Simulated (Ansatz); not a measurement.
Bromine (solid Br2 (Cmce)) across density functionals

All rows: Ansatz, plane waves with scalar-relativistic PAW, 420 eV (500 eV for the SCAN forms), relaxed under each functional, no dispersion correction, no zero-point motion. B₀ comes from uniform scaling at fixed shape; a dash is a value not given.

The measured cell (COD entry 9013116) has a = 6.567 Å, b = 4.468 Å, c = 8.694 Å, 31.89 Å³/atom.

```json
{"functional": "PBE", "V (Å³/atom)": "40.01", "cell": "a = 8.586 Å, b = 4.269 Å, c = 8.733 Å", "magnetic state": "spin not included"}
{"functional": "PBEsol", "V (Å³/atom)": "30.89", "cell": "a = 7.193 Å, b = 4.008 Å, c = 8.573 Å", "magnetic state": "spin not included"}
{"functional": "LDA", "V (Å³/atom)": "27.52", "cell": "a = 6.656 Å, b = 3.903 Å, c = 8.473 Å", "magnetic state": "spin not included"}
```

(1) What does r²SCAN give?

(2) Which functional comes closest to the measured volume?

Some functionals expand this cell far past the measured one.

Results:

(1) V (Å³/atom): 33.17; cell: a = 7.112 Å, b = 4.255 Å, c = 8.770 Å; magnetic state: spin not included.

(2) PBEsol, off by -3.1 %. The measured value holds thermal expansion and zero-point motion, which the calculations lack.
